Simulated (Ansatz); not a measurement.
A SiNi cell: a random packing after short dynamics, relaxed.

```xyz
20
Lattice="6.3579 -0.1578 -0.0963 -0.1542 6.2887 0.1821 -0.0965 0.1840 6.2728" Properties=species:S:1:pos:R:3 pbc="T T T"
Si    6.1819    3.6302    1.6261
Si    4.8220    5.4393    3.2207
Si    0.2952    0.3852    4.9621
Si    4.6487    3.4980    4.7238
Si    2.5300    4.4717    2.2536
Si    1.1173    1.3832    1.4327
Si    1.1920    4.2557    4.6173
Si    2.4574    1.8197    3.5968
Si    4.4972    1.8766    0.5253
Si    3.4653    5.7606    6.1161
Ni    1.1784    5.1713    0.4946
Ni    0.7917    5.8369    2.9966
Ni    4.1421    2.9586    2.5273
Ni    4.4716    1.0308    4.4658
Ni    5.4292    6.1296    1.0026
Ni    0.2643    2.2541    3.4763
Ni    2.2971    1.3050    5.8180
Ni    3.3464    0.4202    1.9499
Ni    2.8110    3.6557    6.2472
Ni    0.1242    2.7586    5.9606
```

The calculation used Ansatz 0.2.0, DFT PBE, scalar-relativistic, plane waves, PAW.

Plane waves to 420 eV, a k mesh through Γ of 5×5×5 on the computed 20-atom cell and Gaussian smearing (0.10 eV); no spin polarisation.

Q: Describe its local order.

A: Counting as bonded all pairs within 1.2 times the summed covalent radii:

```tsv
atom → neighbour	mean count	mean length (Å)	spread (Å)
Ni → Ni	4.40	2.68	0.14
Ni → Si	5.80	2.39	0.13
Si → Ni	5.80	2.39	0.13
Si → Si	0.60	2.53	0.05
```

Angles between all pairs of such bonds at an atom (mean ± spread): 97 ± 34° at Ni, 99 ± 31° at Si.

Q: Does it have a gap?

A: It has no gap on the mesh. Levels at Γ next to the Fermi level (eV from it): -1.13, -0.99, -0.90, -0.81, -0.65, -0.34, 0.41, 0.69, 0.81, 1.03, 1.38, 1.48. It lies 0.33 eV/atom below the elements' standard states (static lattices, no corrections for gases).

Spin polarisation was left out, and a magnetic state may lie lower.

Cost: 2 runs of about 9.5 core-minutes in all (earlier runs that led there not counted), on Intel Xeon Processor @ 2.70GHz (shared hosts).